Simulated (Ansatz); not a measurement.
in.yaml

```yaml
crystal:
  periodic: [false, false, false]
  atoms:
    - {symbol: Ge, position_ang: [0.000000, 0.000000, 0.000000]}
    - {symbol: As, position_ang: [0.000000, 0.000000, 2.531100]}
basis:
  gaussian: {orbitals: cc-pVDZ}
magnetization: {spin_polarized: false, initial_magnetization: 3}
correlation: {method: ccsdt_q, electrons: outside_noble_gas}
```

```sh
$ ansatz run in.yaml --threads 1 --pin off --events-out ev --progress --plain --max-ram 2393MiB
```

Problem. Roughly how long does this take on 1 thread of Arm Neoverse V2, shared host, and how much host memory?

Solution. 21 s wall and 0.22 GiB.

```
1049 factors; integrals over basis functions are off by at most 1.6e-7 eV
mean field evaluation 1: about -117265.9593 eV, gradient 5.4e0 eV
mean field evaluation 2: about -117266.0135 eV, gradient 5.7e0 eV
mean field evaluation 4: about -117266.3946 eV, gradient 8.1e-1 eV
mean field evaluation 8: about -117266.4076 eV, gradient 3.0e-1 eV
mean field evaluation 16: about -117266.2837 eV, gradient 2.3e0 eV
mean field evaluation 32: about -117264.7929 eV, gradient 8.3e0 eV
mean field evaluation 64: about -117266.4051 eV, gradient 3.9e-1 eV
mean field evaluation 96: about -117265.4710 eV, gradient 5.0e-1 eV
mean field evaluation 128: about -117265.2177 eV, gradient 6.3e0 eV
mean field evaluation 160: about -117262.8429 eV, gradient 7.4e-1 eV
...
mean field -117266.40928067 eV, -4309.4610550377 hartree, gradient 2.7e-6 eV, S^2 3.750000; 13 other end points of the search recorded, 0 dependent functions left out
...
determinant -117266.40928067 eV, -4309.4610550377 hartree, with singles and doubles -117270.60095379 eV, -4309.6150961835 hartree
determinant -117265.47599409 eV, -4309.4267573884 hartree, with singles and doubles -117270.03677133 eV, -4309.5943628603 hartree
determinant -117265.04338580 eV, -4309.4108593268 hartree, with singles and doubles -117269.51995249 eV, -4309.5753701184 hartree
determinant -117262.97362247 eV, -4309.3347969275 hartree, with singles and doubles -117267.41164684 eV, -4309.4978913148 hartree
28 core orbitals not correlated: weight in the atoms' cores, before any rotation towards them, 1.000 or more for the frozen orbitals, at most 0.000 for the correlated occupied ones
reference -117266.40928067 eV, -4309.4610550377 hartree; 6, 3 occupied and 20, 23 virtual orbitals, 1049 factors
second order -3.25618402 eV of doubles, -0.11806774 eV of singles
...
cycle   9  -4.35291350 eV  change    5.3e-6 eV  update   5.0e-4
cycle  10  -4.35270002 eV  change    2.1e-4 eV  update   2.2e-4
cycle  11  -4.35282428 eV  change   -1.2e-4 eV  update   9.6e-5
cycle  12  -4.35292025 eV  change   -9.6e-5 eV  update   5.1e-5
cycle  13  -4.35295052 eV  change   -3.0e-5 eV  update   2.1e-5
cycle  14  -4.35293896 eV  change    1.2e-5 eV  update   1.2e-5
cycle  15  -4.35292963 eV  change    9.3e-6 eV  update   6.2e-6
cycle  16  -4.35293014 eV  change   -5.2e-7 eV  update   3.6e-6
cycle  17  -4.35293261 eV  change   -2.5e-6 eV  update   2.1e-6
cycle  18  -4.35293309 eV  change   -4.8e-7 eV  update   9.1e-7
perturbative correction -0.00834487 eV, -0.0003066681 hartree
Total energy: -117270.77055863 eV, -4309.6213290463 hartree
```
